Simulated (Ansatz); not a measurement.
One change: `CSC` becomes `CSCO`.

Ansatz, PBE0-D4/def2-TZVP geometries, multiplicity 1. Each molecule was computed in one conformer, which needn't be the lowest.

| property | `CSC` |
| --- | --- |
| size of the dipole moment (PBE/def2-TZVPP) / D | 1.51 |
| LUMO energy (PBE/def2-TZVPP) / eV | 0.07 |
| size of the dipole moment (ωB97M-V/def2-TZVPP) / D | 1.51 |
| HOMO energy (PBE0/def2-TZVPP) / eV | -6.23 |
| LUMO energy (B3LYP/def2-TZVPP) / eV | 0.74 |
| LUMO energy (PBE0/def2-TZVPP) / eV | 1.04 |

Q: What does the change do to each property? (Estimate.)

A: Ansatz gave: 
| property | `CSCO` | shift |
| --- | --- | --- |
| size of the dipole moment (PBE/def2-TZVPP) / D | 0.32 | -1.19 |
| LUMO energy (PBE/def2-TZVPP) / eV | -0.08 | -0.15 |
| size of the dipole moment (ωB97M-V/def2-TZVPP) / D | 0.30 | -1.21 |
| HOMO energy (PBE0/def2-TZVPP) / eV | -6.64 | -0.41 |
| LUMO energy (B3LYP/def2-TZVPP) / eV | 0.58 | -0.16 |
| LUMO energy (PBE0/def2-TZVPP) / eV | 0.88 | -0.16 |

With PBE0 the HOMO falls by 0.41 eV and the LUMO falls by 0.16 eV, so the gap widens by about 0.25 eV. PBE moves the HOMO by -0.40 eV and ωB97M-V by -0.42 eV. The zero-point energy changes by 14.8 kJ/mol with +3 modes. Dipoles are sizes alone; their direction can turn.

B3LYP here is the variant with VWN-RPA as its local correlation; programs differ in this.
